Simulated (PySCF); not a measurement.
TDDFT excited states: C3H3FO

C3H3FO.
InChI=1S/C3H3FO/c1-3(4)2-5/h2H,1H2

Computed with TDDFT PBE0/def2-SVPD, vertical, gas phase, core orbitals frozen in the response in PySCF. Geometry: GFN2-xTB, one conformer, isolated molecule. Torsions of this conformer, `[CH2:1]=[C:2]([F:3])[CH:4]=[O:5]`: C1–C2–C4–O5 0°.

```tsv
state	E (eV)	λ (nm)	f	symmetry	main configurations (H = HOMO, L = LUMO)
S1	3.64	340.3	0.0003	–	H→L (98%)
S2	5.47	226.8	0.205	A′	H-1→L (97%)
S3	7.61	162.9	0.0002	–	H-3→L (55%), H→L+2 (38%)
S4	7.87	157.6	0.0040	A′	H→L+1 (91%)
S5	7.88	157.4	0.0001	–	H→L+2 (52%), H-3→L (40%)
S6	7.96	155.7	0.037	A″	H-1→L+1 (90%)
```

Triplets, Tamm–Dancoff:

| state | E (eV) | λ (nm) | main configurations (H = HOMO, L = LUMO) |
| --- | --- | --- | --- |
| T1 | 3.07 | 404.0 | H→L (96%) |
| T2 | 3.21 | 386.8 | H-1→L (95%) |

The lowest singlet lies at 3.64 eV (340 nm, ultraviolet) and is dark (f under 0.0005); its leading configuration is HOMO→LUMO (98%). The most intense listed level is S2 at 5.47 eV (227 nm, f = 0.205), 1.82 eV above S1. S4/S5 lie within about 0.01 eV of each other. Löwdin shares by element: HOMO oxygen 62%, carbon 24% or more, hydrogen 9% or more; LUMO carbon 64%, oxygen 24%. The oscillator strengths of these states sum to 0.246; summed over the whole spectrum of an exact calculation they would give the number of electrons, 38 (Thomas–Reiche–Kuhn). Of the 6 states listed, 2 reach f = 0.01 and 3 stay under 0.0005. The listed states span 4.32 eV, and the widest gap between neighbours is 2.14 eV (S2 to S3). No computed singlet lies in the visible range (380 to 750 nm); the lowest, at 340 nm, stands 0.38 eV above its violet end (3.26 eV); a Tamm–Dancoff triplet lies at 404 nm, without intensity as long as spin–orbit coupling is left out. Symmetry labels in Cs follow from the direction of the transition dipole and are given only for states with f of 0.002 or more. The window holds the lowest 6 singlets.

Time: 16 s (with the writing of density and orbital grids); peak memory 0.56 GiB. Hardware: one thread of an Arm Neoverse N1, no GPU, shared host.
